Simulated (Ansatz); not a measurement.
A run of Ansatz (development build ahead of 0.2.0) on doublet N2H3 in separate pieces at this shape:

```xyz
5

N     0.0000    0.0000    0.0000
N     0.0000    0.0000    3.9760
H     0.9401    0.0000   -0.4207
H    -0.6043    0.7202   -0.4207
H     0.0000    0.9401    4.3967
```

Its results:

```json
{
  "Converged": "yes",
  "Total energy": "-110.92229 hartree",
  "Spin squared of the determinant": "0.750",
  "Stability test": "minimum among restricted orbitals"
}
```

Which input gives this output? Name the method, the orbitals and the basis set, and write the input.

PBE0 (restricted open-shell) in pcseg-2.

```yaml
crystal:
  periodic: [false, false, false]
  atoms:
    - { symbol: "N", position_ang: [0.0, 0.0, 0.0] }
    - { symbol: "N", position_ang: [0.0, 0.0, 3.976] }
    - { symbol: H, position_ang: [0.9401, 0.0, -0.4207] }
    - { symbol: H, position_ang: [-0.6043, 0.7202, -0.4207] }
    - { symbol: H, position_ang: [0.0, 0.9401, 4.3967] }
basis:
  gaussian: { orbitals: pcseg-2 }
magnetization:
  initial_magnetization: 1
hamiltonian:
  xc: pbe0
```

Caution: stretched shape with no unrestricted run beside it, a lower state can exist; charge can spread falsely over distant fragments.
